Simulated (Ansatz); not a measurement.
Energy needed to pull apart CH$_{3}$AlSi, singlet, into free ground-state atoms, from the structure below (displaced at random from a GFN2-xTB minimum); no zero-point or spin–orbit terms; open-shell atoms are treated unrestricted, in their ground-state multiplicity.

Al1  (-0.743, 0.241, -0.888)
C2  (0.752, -0.924, -0.477)
Si3  (1.186, -0.591, 1.145)
H4  (-2.095, -0.064, -1.606)
H5  (-0.777, 1.819, -0.690)
H6  (1.674, -0.438, 2.509)
(Å)

Ansatz 0.2.0; basis: def2-TZVPP; cores frozen in the correlated methods.

```csv
method,atomization energy (kcal/mol)
PBE-D4,387.4
BLYP-D4,381.9
r2SCAN-D4,384.4
PBE0-D4,375.5
r2SCAN0-D4,?
wB97M-V,378.8
HF,?
MP2,381.8
CCSD,361.4
CCSD(T),374.1
```

Task: What does HF give? (Judge from chemistry; the value comes from the calculation.)

Result: Computed: 247.7 kcal/mol, which is about 126.4 kcal/mol less than CCSD(T)/def2-TZVPP.

Task: What does r2SCAN0-D4 give? (To be estimated.)

Result: The calculation gives: 372.5 kcal/mol, which is about 1.5 kcal/mol less than CCSD(T)/def2-TZVPP.

In triple zeta the MP2 and coupled-cluster atomization energies are still short of their basis limit by a few kcal/mol a bond, whereas those of the functionals are nearly converged, so these differences are not deviations from converged CCSD(T).

The T1 diagnostic stays at or below 0.024. The restricted Hartree–Fock reference is unstable towards an unrestricted one here.

For scale, one of the runs: CCSD(T)/def2-TZVPP forces, 157 basis functions (an equivalent command: `ansatz run in.yaml --threads 4`). Time: 28 s of wall clock on 4 CPU threads; the host was shared. Peak host memory: 1.9 GiB.
